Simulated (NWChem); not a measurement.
C2H6O cation, doublet; SMILES of the neutral closed-shell parent CCO

```xyz
9

C      0.2196    -1.2216     0.0002
C     -0.4723     0.0896     0.0001
O      0.2137     1.2402     0.0004
H     -0.5191    -2.0349    -0.0011
H      0.8557    -1.3393     0.8958
H      0.8585    -1.3388    -0.8935
H     -1.2881     0.2301    -0.7942
H     -1.2908     0.2301     0.7909
H      1.1897     1.1238    -0.0027
```
Atoms are numbered in this order, from 1.

Program: NWChem. Spin-unrestricted. Structure relaxed at the PBE0/def2-SVP, spin-unrestricted level. This spin state was assumed; another may lie lower. No stability test was run on the SCF state. Total energies compare along this basis series because the functional is fixed.

```tsv
level	basis functions	energy (Ha)	highest occupied level (eV)	lowest empty minus highest occupied level, either spin (eV)	<S²>	relative time
PBE0/pcseg-1	72	-154.4529	-15.97	3.77	0.755	4
PBE0/aug-pcseg-1	123	-154.4645	-15.92	3.76	0.755	10
PBE0/pcseg-2	174	-154.5496	-15.91	3.79	0.755	10
PBE0/STO-3G	21	-152.5669	-15.18	4.33	0.753	1
PBE0/def2-SVP	72	-154.3752	-15.90	3.80	0.755	3
```

Relative times are rough (shared machine, one core).
